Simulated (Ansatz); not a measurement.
A trace of molecular dynamics of H$_{6}$NSi$_{2}$ (9 atoms, charge 0, multiplicity 2).

Method: UKS PBE/STO-3G (Ansatz).

- ensemble: NVE (velocity Verlet)
- starting velocities drawn for: 100 K
- seed: 9653

| time (fs) | T (K) | potential energy less start (eV) | conserved less start (meV/atom) |
| --- | --- | --- | --- |
| 0.0 | 100 | 0.000 | 0.00 |
| 4.0 | 69 | 0.029 | 0.10 |
| 8.0 | 527 | -0.385 | 0.22 |
| 12.0 | 1753 | -1.496 | 0.06 |
| 16.0 | 1343 | -1.123 | 0.11 |
| 20.0 | 1787 | -1.533 | -0.70 |
| 24.0 | 1795 | -1.545 | -1.26 |
| 28.0 | 938 | -0.756 | 0.27 |
| 32.0 | 1303 | -1.090 | -0.16 |
| 36.0 | 925 | -0.747 | -0.06 |
| 40.0 | 1125 | -0.930 | -0.32 |
| 44.0 | 1234 | -1.030 | -0.40 |
| 48.0 | 892 | -0.715 | 0.25 |
| 52.0 | 1381 | -1.168 | -1.06 |
| 56.0 | 1260 | -1.057 | -0.84 |
| 60.0 | 755 | -0.591 | 0.24 |
| 64.0 | 1094 | -0.893 | 0.69 |
| 68.0 | 1158 | -0.955 | 0.24 |
| 72.0 | 1827 | -1.572 | -1.12 |
| 76.0 | 1350 | -1.137 | -0.67 |
| 80.0 | 1203 | -1.001 | -0.38 |
| 84.0 | 1557 | -1.323 | -0.58 |
| 88.0 | 1288 | -1.073 | 0.22 |
| 92.0 | 1739 | -1.488 | -0.55 |
| 96.0 | 1394 | -1.176 | -0.54 |
| 100.0 | 801 | -0.635 | -0.03 |

Problem. Is this trajectory sound?

Solution. The conserved energy stayed within 1.3 meV per atom of its start (net change -0.031 meV per atom), so the integration is sound. The system heated up, since it started high on the potential surface and ran downhill. A run of 0.1 ps of so small a system gives no equilibrium averages. Limits of this set-up: minimal basis. The time step was 0.5 fs.

The run took 4.3 min on 1 CPU thread of a shared host.
